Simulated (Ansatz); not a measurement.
Predict the output of the script below (the Python package of Ansatz (0.2.0)).

`run_cas.py`
```python
'''Static correlation in ClHOSi: natural occupations of an active space.'''

import ansatz as az

BASIS = 'def2-SVP'

GEOMETRY = '''
O    -0.91720    0.41300   -0.29420
Si   -0.41250   -0.78310    0.64890
Cl    1.58920   -0.66820    0.39610
H    -0.20400    0.97810   -0.77110
'''


def main() -> None:
    clhosi = az.Crystal.molecule()
    for line in GEOMETRY.strip().splitlines():
        symbol, *xyz = line.split()
        clhosi = clhosi.atom(symbol, [float(v) for v in xyz])

    model = clhosi.calculation()
    model = model.basis(gaussian=BASIS)
    model = model.accuracy('medium').correlation(active_electrons=4, active_orbitals=5)
    for method in ['sc_nevpt2']:
        report = (model if method is None else model.correlation(method)).run(threads=1).report
        space = report['configurations']
        state = space['states'][0]
        print(method or 'casscf', f'total {report["free_energy_ev"] / 27.211386246:.6f} Ha, active-space state {state["energy"]["hartree"]:.6f} Ha, mean field {report["reference_energy_ev"] / 27.211386246:.6f} Ha')
        print('  determinants', state['n_determinants'], ' natural occupations', [round(n, 3) for n in space['natural_occupations']])


if __name__ == '__main__':
    main()
```

```console
$ python run_cas.py
RunWarning: the results are in doubt because another end's mean lies 0.163 eV lower, and its corrected mean 0.334 eV higher
sc_nevpt2 total -824.033453 Ha, active-space state -823.682930 Ha, mean field -823.633069 Ha
  determinants 100  natural occupations [1.977, 1.918, 0.059, 0.024, 0.023]
```
(Warnings from the package without file and line.)

What to keep in mind:
- These settings explore the input space; basis and method may be short of convergence.
- The geometry is a force-field or estimated start, not a minimum of this method, and the basis set is short of its limit. The active space starts as a window about the frontier orbitals and is then optimised, not chosen by chemistry.
- A lower CASSCF solution was found and passed over, so the printed active-space state isn't the lowest.
- It ran for 8.5 s on 1 thread of Arm Neoverse N1 (shared host), peak memory 0.17 GiB.

(Lines on the test bed's own set-up are left out of the output.)
